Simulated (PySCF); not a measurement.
Gas-phase reaction: 4 BF₂OH + O₂ ⇌ B₂O₃ + 2 BF₃.H₂O + F₂O

Computed with PySCF (xtb for GFN2) and rigid-rotor harmonic-oscillator thermochemistry at 1 bar. † marks an energy on the PBE0/def2-TZVP geometry and frequencies; other levels use their own. MP2 and CCSD(T) freeze the core. Open shells (unrestricted): O₂ (multiplicity 3); the rest are closed-shell singlets. GFN2 has no spin-polarisation term. Adducts (BF₃.H₂O) have no counterpoise correction, and HF, PBE, BLYP, B3LYP and PBE0 lack dispersion. BF₂OH, BF₃.H₂O: computed as isolated molecules; such fragments, hydroxides, amides, oligomers or adducts are transient or little studied in the gas. MP2 isn't extrapolated to the basis-set limit. CCSD(T) isn't extrapolated to the basis-set limit. Warning, point group unlike the PBE0 one: B₂O₃ (GFN2-xTB, PBE/def2-SVP).

```json
[
 {"level": "BLYP/def2-TZVP†", "ΔH°(298 K), kJ": "718"},
 {"level": "CCSD(T)/def2-SVP†", "ΔH°(298 K), kJ": "762"},
 {"level": "CCSD(T)/def2-TZVPP†", "ΔH°(298 K), kJ": "765"},
 {"level": "GFN2-xTB", "ΔH°(298 K), kJ": "179"},
 {"level": "HF/def2-TZVP†", "ΔH°(298 K), kJ": "(withheld)"},
 {"level": "MP2/def2-SVP†", "ΔH°(298 K), kJ": "(withheld)"},
 {"level": "PBE/def2-SVP", "ΔH°(298 K), kJ": "(withheld)"}
]
```

Question: What belongs in the gaps?

Answer: 
- HF/def2-TZVP†, ΔH°(298 K), kJ: 972
- MP2/def2-SVP†, ΔH°(298 K), kJ: 779
- PBE/def2-SVP, ΔH°(298 K), kJ: 711
